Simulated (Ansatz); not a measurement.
Density of states of CrAgO$_{2}$ (R-3m, a = 2.990 Å, b = 2.990 Å, c = 18.553 Å, α = 90.00°, β = 90.00°, γ = 120.00°), in states per eV and primitive cell, averaged over bins of 0.3 eV. Computed with Ansatz, DFT r2SCAN, scalar-relativistic, plane waves, PAW.

Settings: cutoff 500 eV, Γ-centred mesh 12×12×12 on the computed 4-atom cell, Gaussian smearing of 0.02 eV; collinear spin from starting moments 2.69 0 0 0 μB.

The cell is relaxed at this level. The states (both spins) are summed by tetrahedra on a 18×18×18 mesh at the self-consistent density. Energies are bin centres; the table starts no lower than −8 eV and ends at 6 eV, or lower where the solved bands end.

The gap is 1.24 eV at this level, with the zero inside it.

```tsv
E − E_F (eV)	total	O 2p up	O 2p down	Cr 3d up	Ag 4d up	Ag 4d down	Cr 3d down	Ag 5s up	Ag 5s down
-7.90	0.55	0.29	0.03	0.10	0.08	0.01	0.01	0.01	0.00
-7.60	1.56	0.75	0.19	0.24	0.20	0.06	0.03	0.03	0.01
-7.30	2.67	0.91	0.74	0.25	0.24	0.27	0.11	0.04	0.03
-7.00	3.30	0.90	1.20	0.20	0.28	0.44	0.14	0.01	0.05
-6.70	2.84	0.95	0.83	0.27	0.26	0.31	0.10	0.02	0.01
-6.40	2.23	0.50	0.88	0.14	0.17	0.32	0.13	0.01	0.01
-6.10	3.56	1.15	0.93	0.29	0.50	0.37	0.14	0.05	0.03
-5.80	5.73	1.16	1.11	0.39	1.41	1.12	0.16	0.13	0.13
-5.50	7.27	1.33	1.45	0.39	1.56	1.87	0.30	0.11	0.16
-5.20	4.01	0.62	1.01	0.15	0.86	1.08	0.16	0.02	0.03
-4.90	5.52	1.18	0.87	0.29	1.65	1.27	0.12	0.03	0.03
-4.60	5.40	0.85	1.49	0.19	1.13	1.38	0.21	0.03	0.04
-4.30	4.48	0.67	0.88	0.14	1.40	1.17	0.10	0.04	0.03
-4.00	4.54	0.53	0.72	0.14	1.53	1.41	0.08	0.04	0.04
-3.70	5.77	0.74	0.91	0.20	1.88	1.78	0.10	0.03	0.04
-3.40	5.70	1.20	1.21	0.26	1.43	1.33	0.11	0.05	0.03
-3.10	2.68	0.49	1.02	0.11	0.28	0.59	0.06	0.04	0.05
-2.80	1.40	0.24	0.45	0.10	0.22	0.26	0.03	0.04	0.05
-2.50	1.28	0.20	0.24	0.23	0.31	0.19	0.01	0.04	0.05
-2.20	1.22	0.20	0.12	0.24	0.34	0.20	0.01	0.03	0.05
-1.90	1.32	0.05	0.29	0.18	0.06	0.56	0.05	0.01	0.08
-1.60	2.87	0.39	0.11	1.89	0.10	0.19	0.01	0.08	0.02
-1.30	3.59	0.56	0.00	2.70	0.14	0.00	0.00	0.12	0.00
-1.00	2.71	0.61	0.00	1.82	0.08	0.00	0.00	0.08	0.00
-0.70	1.03	0.29	0.00	0.58	0.08	0.00	0.00	0.03	0.00
-0.40	0.00	0.00	0.00	0.00	0.00	0.00	0.00	0.00	0.00
-0.10	0.00	0.00	0.00	0.00	0.00	0.00	0.00	0.00	0.00
0.20	0.00	0.00	0.00	0.00	0.00	0.00	0.00	0.00	0.00
0.50	0.00	0.00	0.00	0.00	0.00	0.00	0.00	0.00	0.00
0.80	0.07	0.00	0.01	0.00	0.00	0.01	0.01	0.00	0.03
1.10	0.53	0.03	0.04	0.10	0.02	0.04	0.05	0.06	0.11
1.40	1.86	0.18	0.13	0.25	0.10	0.11	0.20	0.22	0.36
1.70	1.51	0.16	0.08	0.19	0.08	0.05	0.19	0.22	0.22
2.00	1.00	0.05	0.05	0.13	0.02	0.02	0.19	0.10	0.13
2.30	1.01	0.05	0.03	0.18	0.01	0.01	0.32	0.05	0.06
2.60	4.30	0.38	0.15	1.16	0.01	0.02	2.04	0.03	0.07
2.90	3.28	0.50	0.09	1.09	0.02	0.01	1.15	0.03	0.05
3.20	4.22	0.70	0.18	1.15	0.04	0.01	1.70	0.13	0.03
3.50	4.68	0.20	0.30	0.25	0.03	0.02	3.37	0.13	0.03
3.80	0.50	0.02	0.02	0.02	0.00	0.00	0.19	0.02	0.02
4.10	2.07	0.01	0.33	0.01	0.00	0.01	1.38	0.01	0.02
4.40	3.65	0.00	0.81	0.00	0.00	0.02	2.41	0.01	0.05
4.70	1.22	0.00	0.27	0.00	0.00	0.01	0.69	0.00	0.06
5.00	0.12	0.00	0.01	0.00	0.00	0.00	0.01	0.00	0.00
5.30	0.10	0.00	0.00	0.00	0.00	0.00	0.01	0.00	0.00
5.60	0.11	0.00	0.00	0.00	0.00	0.00	0.00	0.00	0.00
```

The columns after the total are the main Löwdin projections on the occupied valence shells of the potentials; 4 others are left out. The rest of the total lies in those, in shells that are empty in the free atom, which aren't projected, and between the atoms.

The state reached may not be the lowest one. The cell holds one magnetic atom, so it can only be ferromagnetic; an antiferromagnetic order may lie lower.

Only this magnetic start was tried.

Cost: 1 run of about 3.8 core-minutes, on Intel Xeon Platinum 8259CL (Skylake/Cascade Lake) (shared hosts).